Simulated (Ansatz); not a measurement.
The input, for Ansatz 0.2.0:

```yaml
crystal:
  periodic: [false, false, false]
  atoms:
    - {symbol: Al, position_ang: [0.000000, 0.000000, 0.000000]}
    - {symbol: O, position_ang: [0.000000, 0.000000, 1.920000]}
basis:
  gaussian: {orbitals: 6-31G}
total_charge: 1
magnetization: {spin_polarized: false, initial_magnetization: 2}
correlation: {method: ccsdtq, electrons: outside_noble_gas}
```

```sh
$ ansatz run in.yaml --threads 1 --pin off --events-out ev --progress --plain --max-ram 2393MiB
```

Output:

```
389 factors; integrals over basis functions are off by at most 1.3e-7 eV
mean field evaluation 1: about -8602.7598 eV, gradient 4.8e1 eV
mean field evaluation 2: about -8602.8590 eV, gradient 4.7e1 eV
mean field evaluation 4: about -8608.4835 eV, gradient 1.4e1 eV
mean field evaluation 8: about -8609.4333 eV, gradient 1.7e0 eV
mean field evaluation 16: about -8609.4610 eV, gradient 1.4e-6 eV
mean field evaluation 32: about -8609.1966 eV, gradient 9.3e-4 eV
mean field evaluation 64: about -8609.3946 eV, gradient 5.9e-6 eV
mean field evaluation 96: about -8603.1883 eV, gradient 8.2e-1 eV
mean field evaluation 128: about -8609.1966 eV, gradient 2.0e-3 eV
mean field evaluation 160: about -8607.3067 eV, gradient 3.6e-5 eV
...
cycle  18  -3.67435548 eV  change   -1.8e-5 eV  update   3.8e-5
cycle  19  -3.67437618 eV  change   -2.1e-5 eV  update   2.3e-5
cycle  20  -3.67438684 eV  change   -1.1e-5 eV  update   1.1e-5
cycle  21  -3.67439011 eV  change   -3.3e-6 eV  update   8.5e-6
cycle  22  -3.67439082 eV  change   -7.0e-7 eV  update   5.6e-6
cycle  23  -3.67438652 eV  change    4.3e-6 eV  update   4.3e-6
cycle  24  -3.67438412 eV  change    2.4e-6 eV  update   2.8e-6
cycle  25  -3.67438264 eV  change    1.5e-6 eV  update   1.9e-6
cycle  26  -3.67438204 eV  change    6.0e-7 eV  update   1.9e-6
cycle  27  -3.67438180 eV  change    2.3e-7 eV  update   7.9e-7
Total energy: -8613.13536959 eV, -316.5268866398 hartree
```

For the same geometry and basis full CI lies 0.3 meV higher.

Ran on 1 thread of Arm Neoverse V1, shared host: 23 s wall, 0.22 GiB peak host memory.
